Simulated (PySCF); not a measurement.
# Nonlinear optical response: `C#CC(F)(F)F`, C$_{3}$HF$_{3}$

Molfile (atoms numbered from 1):
```
C3HF3
     RDKit          3D

  7  6  0  0  0  0  0  0  0  0999 V2000
    1.7471   -0.1376    0.0138 C   0  0  0  0  0  0  0  0  0  0  0  0
    0.5548   -0.0434    0.0019 C   0  0  0  0  0  0  0  0  0  0  0  0
   -0.8985    0.0718   -0.0129 C   0  0  0  0  0  0  0  0  0  0  0  0
   -1.4467   -0.6295   -1.0164 F   0  0  0  0  0  0  0  0  0  0  0  0
   -1.4489   -0.3792    1.1240 F   0  0  0  0  0  0  0  0  0  0  0  0
   -1.2990    1.3434   -0.1618 F   0  0  0  0  0  0  0  0  0  0  0  0
    2.7946   -0.2205    0.0243 H   0  0  0  0  0  0  0  0  0  0  0  0
  1  2  3  0
  2  3  1  0
  3  4  1  0
  3  5  1  0
  3  6  1  0
  1  7  1  0
M  END
```

Computed with PySCF, quadratic response wB97X-D/def2-SVPD first hyperpolarisability, Taylor convention, gas phase. Geometry: GFN2-xTB.

What is the first hyperpolarisability, and how does it disperse?

In au, Taylor convention; the vector part is βᵢ = ⅓ Σⱼ (βᵢⱼⱼ + βⱼᵢⱼ + βⱼⱼᵢ); β∥ is 3/5 of the vector part along the dipole, the dipole points from − to +:
```tsv
process	λ (nm)	β vector norm	β∥	β HRS	depolarisation ratio
static β(0;0,0)	∞	86.7	-52.0	32.8	7.34
second harmonic β(−2ω;ω,ω)	1064	92.1	-55.3	34.9	7.19
Pockels β(−ω;ω,0)	1064	88.4	-53.0	–	–
second harmonic β(−2ω;ω,ω)	800	96.7	-58.0	36.6	7.07
Pockels β(−ω;ω,0)	800	89.8	-53.9	–	–
```

Which lowest excitations, dipole and polarisabilities go with it?

S1 6.57 eV (f = 0.000); S2 6.84 eV (f = 0.000); S3 6.84 eV (f = 0.000); dipole 2.57 D; isotropic α 36.8 au static, 37.0 au at 1064 nm, 37.2 au at 800 nm, 37.8 au at 532 nm, 38.6 au at 400 nm.
